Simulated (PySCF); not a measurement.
# Spin states of SiP⁺

Unrestricted PBE0; basis Si def2-TZVP, P def2-TZVP; no relativity; PySCF 2.14. Outer shells of the fragments: Si+ 3s2 3p1; P 3s2 3p3.

Followed along the bond (rough minima from three points):

```
2Ms+1  unpaired  ⟨S²⟩ at the start  R at minimum (Å)  Te (eV)
    3      π ↑↑               2.01              2.22     0.00
    1      π ↑↓               1.01              2.22     0.27
    3  σ ↑, π ↑               2.08              2.08     0.40
    1  σ ↓, π ↑               1.07              2.07     0.56
    1      none               0.00              2.24     1.19
```

Solutions found at the starting distance of 2.280 Å, counted from the lowest of them; the search is not exhaustive and high or unbound solutions are not listed, so other states can lie among these:

| 2Ms+1 | unpaired | term | E (eV) | ⟨S²⟩ | ⟨Lz²⟩ | μ (D) |
| --- | --- | --- | --- | --- | --- | --- |
| 3 | π ↑↑ | ³Σ⁻ | 0.00 | 2.01 | 0.00 | -1.82 |
| 1 | π ↑↓ | mixed | 0.27 | 1.01 | 2.02 | -1.73 |
| 3 | σ ↑, π ↑ | ³Π | 0.66 | 2.08 | 1.01 | -2.22 |
| 1 | σ ↓, π ↑ | mixed | 0.85 | 1.07 | 1.01 | -2.34 |
| 1 | none | mixed | 1.18 | 0.00 | 2.00 | -1.41 |
| 5 | σ ↑, π ↑↑↑ | ⁵Π | 1.81 | 6.01 | 1.01 | -1.04 |

A term symbol is given only where ⟨S²⟩ and ⟨Lz²⟩ are close to those of a pure state; real π, δ and φ orbitals otherwise mix terms. A positive dipole points towards P; it is taken about the centre of mass and depends on that origin.
